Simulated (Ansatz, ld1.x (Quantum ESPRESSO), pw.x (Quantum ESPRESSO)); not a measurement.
# Equation-of-state test of one TM potential (Ta)

| Item | Value |
| --- | --- |
| Element | tantalum (Ta) |
| Generator | ld1.x (Quantum ESPRESSO) 7.5 |
| Type | norm-conserving Troullier–Martins (Kleinman–Bylander form) |
| Functional | PBE |
| Relativity | scalar-relativistic |
| Frozen core | [Xe] 4f14 |
| Valence charge | 5 |
| Reference configuration | 5d3 6s2 6p0 |
| Partial waves | 6p (bound, empty): rc 3.95 bohr; 5d (bound): rc 2.45 bohr; 6s (bound): rc 2.10 bohr |
| Local potential | the s channel |
| Core correction | a·sin(br)/r model core, default radius (core density twice the valence density) |

Atomic tests: cutoffs needed: 30 Ry and 50 Ry (the cutoffs (Ry, on a coarse ladder) from which the occupation-weighted sum of valence levels, in a spherical-Bessel basis at the reference potential, stays within 10 and 1 mRy of its value at 400 Ry); ghost test: no extra level below or beside the all-electron valence levels (p, d, s, f tested) (spherical-Bessel basis up to 400 Ry, 20 bohr box); largest excitation error: -240 meV (all-electron minus pseudo) for 5d2 6s0 6p0, out of 7 test configurations.

Crystal test: bcc Ta in pw.x 7.5, no spin, 14³ k-points, Fermi–Dirac smearing 0.01 Ry, cutoffs 60/240 Ry. The reference is all-electron LAPW (Ansatz 0.2.0) with the same functional, mesh and smearing; V0 and B0 come from Birch–Murnaghan fits to the pressures at five volumes. Errors are pseudo minus all-electron; Δ is the rms difference of the E(V) curves that follow from these fits, minima aligned, over ±6 % about the mean V0. Mesh and smearing are coarse, so the numbers serve the comparison and aren't converged zero-temperature values; the lattice is a test structure that the element need not adopt.

All-electron: a0 = 3.321 Å (V0 = 18.31 Å³/atom), B0 = 193.2 GPa.

Q: How far does the potential miss the all-electron equation of state?

A: mean pressure error (GPa): +1.45; a0 (Å): 3.328; a0 error (%): +0.23; B0 error (%): +1.6; Δ (meV/atom): 5.5. The largest radius (3.95 bohr) exceeds half the bond length (2.71 bohr), so the spheres overlap, which is one possible source of error among others. The logarithmic derivative shows an extra or strongly shifted pseudo pole above the reference energy (s near 1.46 Ry).

```
V (Å³/atom)  P all-electron (GPa)  P pseudo (GPa)
     17.282                 12.43           14.35
     17.737                  6.48            8.13
     18.192                  1.22            2.64
     18.647                 -3.44           -2.22
     19.102                 -7.57           -6.53
```

Q: At the middle volume, how do free energy and pressure move when the wave cutoff is lowered (ecutrho kept at four times it)?

A:

```tsv
cutoff (Ry)	shift of F (meV/atom)	shift of P (GPa)
27	+51.6	-2.25
36	+12.5	+0.03
48	+5.3	-0.21
```

The run at the middle volume (104 k-points, 8 iterations) took about 13 s on one core of a shared host (Neoverse-V1, 32 threads, 247 GiB, load 22).
